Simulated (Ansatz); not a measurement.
Scan of [Br···H···BH$_{2}$], doublet

Starting geometry:

| atom | x (Å) | y (Å) | z (Å) |
| --- | --- | --- | --- |
| Br | -0.4753 | 0.0000 | 0.0000 |
| H | 0.9453 | 0.0000 | 0.0000 |
| B | 2.8067 | 0.0000 | 0.0000 |
| H | 3.3158 | 0.0000 | 1.0770 |
| H | 3.3158 | 0.0000 | -1.0770 |

From there H2 is moved from one fragment to the other while all else, the fragments' distance too, stays fixed; atoms are numbered as listed. Energies are in eV, counted from the starting geometry at the same level. Kohn–Sham curves are unrestricted where that lies lower.

Basis cc-pVDZ; Ansatz 0.2.0. Only valence electrons are correlated (noble-gas cores and the filled d shells of p-block atoms frozen). Prefix R: restricted or restricted open-shell reference; prefix U: unrestricted. No spin–orbit coupling is included, and no scalar relativity.

In so small a basis the reference is far from its limit while semilocal and hybrid functionals are nearer theirs (RPA and double hybrids share much of the reference's basis error), so the functionals' errors here hold much of the reference's basis and frozen-core error, which can add to them or hide them.

Full CI isn't at hand for all of this; UCCSDT(Q) serves as the reference, and is uncertain by about the last step of the cluster series.

```json
{"distance Br1-H2 (Å)": "1.321", "UCCSDT(Q)": "0.270", "SPW92": "0.379", "PBE": "0.358", "revPBE": "0.352", "r2SCAN": "0.319", "PBE0": "0.315", "B3LYP": "0.326", "wB97M-V": "0.294", "B2PLYP": "0.296", "RPA-PBE": "0.282"}
{"distance Br1-H2 (Å)": "1.421", "UCCSDT(Q)": "0.000", "SPW92": "0.000", "PBE": "0.000", "revPBE": "0.000", "r2SCAN": "0.000", "PBE0": "0.000", "B3LYP": "0.000", "wB97M-V": "0.000", "B2PLYP": "0.000", "RPA-PBE": "0.000"}
{"distance Br1-H2 (Å)": "1.519", "UCCSDT(Q)": "-0.083", "SPW92": "-0.181", "PBE": "-0.164", "revPBE": "-0.159", "r2SCAN": "-0.125", "PBE0": "-0.125", "B3LYP": "-0.140", "wB97M-V": "-0.108", "B2PLYP": "-0.109", "RPA-PBE": "-0.101"}
{"distance Br1-H2 (Å)": "1.618", "UCCSDT(Q)": "-0.122", "SPW92": "-0.285", "PBE": "-0.257", "revPBE": "-0.250", "r2SCAN": "-0.184", "PBE0": "-0.189", "B3LYP": "-0.224", "wB97M-V": "-0.168", "B2PLYP": "-0.168", "RPA-PBE": "-0.162"}
{"distance Br1-H2 (Å)": "1.717", "UCCSDT(Q)": "-0.201", "SPW92": "-0.372", "PBE": "-0.346", "revPBE": "-0.339", "r2SCAN": "-0.252", "PBE0": "-0.267", "B3LYP": "-0.323", "wB97M-V": "-0.260", "B2PLYP": "-0.254", "RPA-PBE": "-0.260"}
{"distance Br1-H2 (Å)": "1.816", "UCCSDT(Q)": "-0.343", "SPW92": "-0.461", "PBE": "-0.450", "revPBE": "-0.446", "r2SCAN": "-0.354", "PBE0": "-0.379", "B3LYP": "-0.456", "wB97M-V": "-0.408", "B2PLYP": "-0.390", "RPA-PBE": "-0.414"}
{"distance Br1-H2 (Å)": "1.914", "UCCSDT(Q)": "-0.514", "SPW92": "-0.532", "PBE": "-0.547", "revPBE": "-0.549", "r2SCAN": "-0.462", "PBE0": "-0.498", "B3LYP": "-0.594", "wB97M-V": "-0.574", "B2PLYP": "-0.542", "RPA-PBE": "-0.585"}
{"distance Br1-H2 (Å)": "2.013", "UCCSDT(Q)": "-0.647", "SPW92": "-0.539", "PBE": "-0.588", "revPBE": "-0.597", "r2SCAN": "-0.521", "PBE0": "-0.570", "B3LYP": "-0.682", "wB97M-V": "-0.696", "B2PLYP": "-0.652", "RPA-PBE": "-0.710"}
{"distance Br1-H2 (Å)": "2.112", "UCCSDT(Q)": "-0.644", "SPW92": "-0.402", "PBE": "-0.491", "revPBE": "-0.508", "r2SCAN": "-0.447", "PBE0": "-0.506", "B3LYP": "-0.634", "wB97M-V": "-0.683", "B2PLYP": "-0.628", "RPA-PBE": "-0.699"}
```
